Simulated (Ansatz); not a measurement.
The first iterations of a band of BH4NO + H2 (9 atoms, charge 0, multiplicity 1).

These are results of Ansatz 0.2.0, RKS BLYP-D4/def2-SVP, not measurements.

| Property | Result |
| --- | --- |
| movable images | 7 |
| climbing image | yes |
| spring | 5.0 eV/Å² |
| optimiser | quadratic models (default) |
| start path | through a guess of the saddle point |
| force threshold | 0.03 eV/Å |
| iteration limit | 60 |
| end points | relaxed |

First end point:

```xyz
9
Properties=species:S:1:pos:R:3
B -0.011 -0.536 -0.322
O -0.212 0.187 0.842
H -1.101 0.049 1.211
N 1.234 -0.444 -0.976
H 2.001 0.135 -0.627
H 1.446 -0.946 -1.835
H -0.886 -1.245 -0.789
H 0.357 2.854 2.566
H 0.298 2.227 2.126
```

Last end point:

```xyz
9
Properties=species:S:1:pos:R:3
B 0.152 0.520 -0.471
O -0.144 0.142 2.333
H -1.006 -0.106 1.944
N 1.306 -0.138 -0.899
H 1.311 -1.106 -1.224
H 2.239 0.274 -0.849
H -0.923 -0.040 -0.559
H 0.234 1.674 -0.095
H -0.042 1.062 2.016
```

| iteration | highest image above the first end (eV) | largest band force component (eV/Å) |
| --- | --- | --- |
| 1 | 19.013 | 76.789 |
| 2 | 4.118 | 13.090 |
| 3 | 2.878 | 7.725 |
| 4 | 2.664 | 2.689 |
| 5 | 2.946 | 2.268 |
| 6 | 2.778 | 1.886 |
| 7 | 2.480 | 1.804 |
| 8 | 2.377 | 1.076 |
| 9 | 2.349 | 0.452 |
| 10 | 2.314 | 0.403 |
| 11 | 2.300 | 0.346 |
| 12 | 2.289 | 0.297 |

Task: Does the band converge within its limit, and where does its top end?

Result: The forces met the threshold. It ended after 37 iterations with the highest image 2.273 eV above the first end. The profile has 2 maxima (images 5, 7) with wells between them (image 6): this band takes more than one step, which may be the mechanism or a detour left from its start path. Neighbouring images differ by up to 1.9 eV, so the band resolves the path poorly. A vibrational analysis at the climbing image gives one clearly imaginary mode, 1279i cm⁻¹: a first-order saddle point. The orbitals stay closed-shell, which can raise the energy where a bond breaks towards radicals; this wasn't checked here.

The run took 2.5 min on 1 thread of AMD EPYC 9R45 96-Core Processor (Zen 5), with other jobs on the host, peak memory 0.14 GiB.
